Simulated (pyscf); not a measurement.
**Four-centre exchange: H₃Sn–SnH₃ + HF → F–SnH₃ + SnH₄**

Gas phase, singlet surface, charge 0. Bonds broken: Sn1–Sn2, F9–H10. Bonds formed: Sn1–F9, Sn2–H10. PySCF, gas phase, ωB97X-D3(BJ)/def2-SVP geometries.

Transition state (Å):

```xyz
10

Sn    -0.1543     0.9611    -0.8243
Sn    -0.3860    -1.1803     1.4648
H      1.3558     1.3931    -0.1844
H     -0.7947     2.1826    -1.8274
H     -0.2427    -0.5351    -1.6352
H     -0.4592    -1.3085     3.1742
H     -1.2635    -2.5080     0.8210
H      1.2557    -1.4667     1.0375
F     -1.6774     1.5555     0.5946
H     -1.3066     0.5753     1.0790
```

One imaginary mode, 937i cm⁻¹; descent along it reached the two sides named.

| bond | change | reactant side (Å) | saddle | product side |
|---|---|---|---|---|
| Sn1–Sn2 | breaks | 2.7 | 3.1 | 4.0 |
| F9–H10 | breaks | 0.929 | 1.154 | 2.7 |
| Sn1–F9 | forms | 3.2 | 2.165 | 1.945 |
| Sn2–H10 | forms | 2.9 | 2.019 | 1.704 |

Electronic energies relative to the separated reactants (kcal/mol):

```tsv
level	barrier	reaction energy	reverse barrier
ωB97X-D3(BJ)/def2-TZVP	37.9	+6.6	31.3
PBE/def2-TZVP	28.0	+1.3	26.7
r²SCAN/def2-TZVP	30.1	+0.1	30.0
B3LYP-D3(BJ)/def2-TZVP	33.0	+0.7	32.2
PBE0-D3(BJ)/def2-TZVP	33.3	+3.9	29.3
M06-2X/def2-TZVP	32.2	-4.1	36.3
ωB97M-D3(BJ)/def2-TZVP	35.1	+0.1	35.0
HF/def2-TZVP	53.3	-3.2	56.6
```

With ωB97M-D3(BJ)/def2-TZVP energies and thermal terms (ideal gas, 1 atm, RRHO with modes under 100 cm⁻¹ raised to 100, one conformer, R ln 2 for chiral ones without a mode under 150 cm⁻¹), in kcal/mol:

```json
[
 {"T (K)": "298", "ΔH‡": "32.5", "ΔG‡": "41.5", "ΔH": "-1.7", "ΔG": "-1.5"},
 {"T (K)": "600", "ΔH‡": "32.5", "ΔG‡": "50.6", "ΔH": "-2.6", "ΔG": "-0.9"},
 {"T (K)": "900", "ΔH‡": "32.9", "ΔG‡": "59.6", "ΔH": "-2.9", "ΔG": "0.0"},
 {"T (K)": "1200", "ΔH‡": "33.5", "ΔG‡": "68.4", "ΔH": "-3.1", "ΔG": "+1.1"}
]
```

The same reactants have a lower exit, to F–SnH₂–SnH₃ + H₂ (barrier +27.1 kcal/mol at ωB97M-D3(BJ)/def2-TZVP, against +35.1 kcal/mol here). This is the saddle that the search found; another between the same sides may lie lower. Elements past Kr carry the def2 core potentials, without spin-orbit coupling.
